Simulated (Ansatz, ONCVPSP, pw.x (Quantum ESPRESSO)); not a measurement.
# barium: does the ONCV potential hold in the solid?

| Item | Value |
| --- | --- |
| Element | Ba (Z = 56) |
| Generator | ONCVPSP 4.0.1 |
| Type | optimised norm-conserving Vanderbilt (ONCV) |
| Functional | PBE |
| Relativity | scalar-relativistic |
| Frozen core | [Kr] 4d10 |
| Valence charge | 10 |
| Reference configuration | 5s2 5p6 6s2 |
| Partial waves | 5s+6s: rc 2.60 bohr, ncon 4, nbas 7, qcut 3.9 1/bohr, 2 projectors; 5p: rc 2.30 bohr, ncon 4, nbas 8, qcut 5.4 1/bohr, 2 projectors, debl 1.1 Ha; d scattering state at 0.12 Ha: rc 2.40 bohr, ncon 4, nbas 9, qcut 4.7 1/bohr, 2 projectors, debl 3.8 Ha |
| Local potential | polynomial inside 2.25 bohr (lpopt 3, dvloc0 -1 Ha) |
| Core correction | none |

In the d channel the program set the typed energies aside and used 0.050, 3.850 Ha.

Atomic tests: cutoffs needed: 10 Ha and 12 Ha (the cutoffs (Ha) at which the residual kinetic energy of the hardest occupied pseudo-wave falls to 1 and 0.1 mHa per electron); ghost test: no bound ghost flagged; GHOST(+) flagged for s at 89.7 eV; largest excitation error: -137 meV (all-electron minus pseudo) for 5s1 5p6 6s2, out of 4 test configurations.

Crystal test: bcc Ba in pw.x 7.5, no spin, 9³ k-points, Fermi–Dirac smearing 0.01 Ry, cutoffs 35/140 Ry. The reference is all-electron LAPW (Ansatz 0.2.0) with the same functional, mesh and smearing; V0 and B0 come from Birch–Murnaghan fits to the pressures at five volumes. Errors are pseudo minus all-electron; Δ is the rms difference of the E(V) curves that follow from these fits, minima aligned, over ±6 % about the mean V0. Mesh and smearing are coarse, so the numbers serve the comparison and aren't converged zero-temperature values; the lattice is a test structure that the element need not adopt.

All-electron: a0 = 5.031 Å (V0 = 63.67 Å³/atom), B0 = 8.4 GPa.

Task: How far does the potential miss the all-electron equation of state?

Result: mean pressure error (GPa): +0.01; a0 (Å): 5.034; a0 error (%): +0.05; B0 error (%): +1.3; Δ (meV/atom): 0.2.

| V (Å³/atom) | P all-electron (GPa) | P pseudo (GPa) |
| --- | --- | --- |
| 60.428 | 0.47 | 0.50 |
| 62.018 | 0.23 | 0.25 |
| 63.608 | 0.01 | 0.02 |
| 65.198 | -0.19 | -0.18 |
| 66.788 | -0.38 | -0.37 |

Task: At the middle volume, how do free energy and pressure move when the wave cutoff is lowered (ecutrho kept at four times it)?

Result:

```
cutoff (Ry)  shift of F (meV/atom)  shift of P (GPa)
         16                 +619.5             -4.83
         21                 +105.7             -1.59
         28                   +2.5             -0.05
```

Input at the middle volume:

```
&control
  calculation='scf', prefix='x', pseudo_dir='./', outdir='./tmp', tstress=.true., disk_io='low'
/
&system
  ibrav=0, nat=1, ntyp=1, ecutwfc=35, ecutrho=140, nbnd=12,
  occupations='smearing', smearing='fd', degauss=0.01
/
&electrons
  conv_thr=1e-09, mixing_beta=0.4, electron_maxstep=70
/
ATOMIC_SPECIES
Ba 1.0 Ba.UPF
CELL_PARAMETERS angstrom
  -2.51468688 2.51468688 2.51468688
  2.51468688 -2.51468688 2.51468688
  2.51468688 2.51468688 -2.51468688
ATOMIC_POSITIONS crystal
Ba 0.0000 0.0000 0.0000
K_POINTS automatic
9 9 9 0 0 0
```

```bash
pw.x < Ba.scf.in > Ba.scf.out
```

Lines of the output:

```
Message from routine setup:
     using ibrav=0 with symmetry is DISCOURAGED, use correct ibrav instead
     lattice parameter (alat)  =       8.2308  a.u.
     unit-cell volume          =     429.2481 (a.u.)^3
     number of electrons       =        10.00
     number of Kohn-Sham states=           12
     kinetic-energy cutoff     =      35.0000  Ry
     charge density cutoff     =     140.0000  Ry
     scf convergence threshold =      1.0E-09
     Exchange-correlation= PBE
     number of k points=    35  Fermi-Dirac smearing, width (Ry)=  0.0100
     iteration #  1     ecut=    35.00 Ry     beta= 0.40
     total energy              =     -51.38290412 Ry
     estimated scf accuracy    <       0.00105753 Ry
     iteration #  2     ecut=    35.00 Ry     beta= 0.40
     total energy              =     -51.38304755 Ry
     estimated scf accuracy    <       0.00035858 Ry
     iteration #  3     ecut=    35.00 Ry     beta= 0.40
     total energy              =     -51.38307924 Ry
     estimated scf accuracy    <       0.00001150 Ry
     iteration #  4     ecut=    35.00 Ry     beta= 0.40
     total energy              =     -51.38308097 Ry
     estimated scf accuracy    <       0.00000029 Ry
     iteration #  5     ecut=    35.00 Ry     beta= 0.40
     total energy              =     -51.38308100 Ry
     estimated scf accuracy    <       0.00000008 Ry
     iteration #  6     ecut=    35.00 Ry     beta= 0.40
     the Fermi energy is     5.7591 ev
!    total energy              =     -51.38308101 Ry
     estimated scf accuracy    <          4.6E-10 Ry
     smearing contrib. (-TS)   =      -0.00661483 Ry
     The total energy is F=E-TS. E is the sum of the following terms:
     one-electron contribution =     -14.73500358 Ry
     hartree contribution      =       8.92572812 Ry
     xc contribution           =      -7.27615287 Ry
     ewald contribution        =     -38.29103785 Ry
     convergence has been achieved in   6 iterations
          total   stress  (Ry/bohr**3)                   (kbar)     P=        0.22
```

The run at the middle volume (35 k-points, 6 iterations) took about 5.2 s on one core of a shared host (Intel(R) Xeon(R) Platinum 8375C CPU @ 2.90GHz, 64 threads, 248 GiB, load 33).
